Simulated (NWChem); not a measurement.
dimethyl ether (C2H6O); SMILES COC

```xyz
9

C      1.1611     0.0000     0.1881
O      0.0000     0.0000    -0.5778
C     -1.1611     0.0000     0.1881
H      1.2330    -0.8952     0.8395
H      1.2330     0.8952     0.8395
H      2.0215     0.0000    -0.4963
H     -1.2330    -0.8952     0.8395
H     -2.0215     0.0000    -0.4963
H     -1.2330     0.8952     0.8395
```
Atoms are numbered in this order, from 1.

The geometry was optimised at PBE0/def2-SVP.

Symmetry labels are those of C2v in the frame above (b1 and b2, or b-type labels, depend on it).

### Question
List the 6 lowest vertical singlet excitations from PBE/def2-SVP, full TDDFT (NWChem).

### Answer
```json
[
 {"state": "S1", "energy (eV)": "6.78", "oscillator strength": "0.060", "symmetry": "b2", "leading excitation (squared amplitude)": "HOMO → LUMO (1.00)"},
 {"state": "S2", "energy (eV)": "7.94", "oscillator strength": "0.000", "symmetry": "a2", "leading excitation (squared amplitude)": "HOMO → LUMO+1 (1.00)"},
 {"state": "S3", "energy (eV)": "8.25", "oscillator strength": "0.019", "symmetry": "b2", "leading excitation (squared amplitude)": "HOMO → LUMO+2 (0.95)"},
 {"state": "S4", "energy (eV)": "8.41", "oscillator strength": "0.012", "symmetry": "a1", "leading excitation (squared amplitude)": "HOMO−1 → LUMO (0.89)"},
 {"state": "S5", "energy (eV)": "8.70", "oscillator strength": "0.020", "symmetry": "b2", "leading excitation (squared amplitude)": "HOMO → LUMO+3 (0.95)"},
 {"state": "S6", "energy (eV)": "8.91", "oscillator strength": "0.109", "symmetry": "a1", "leading excitation (squared amplitude)": "HOMO → LUMO+4 (0.84)"}
]
```
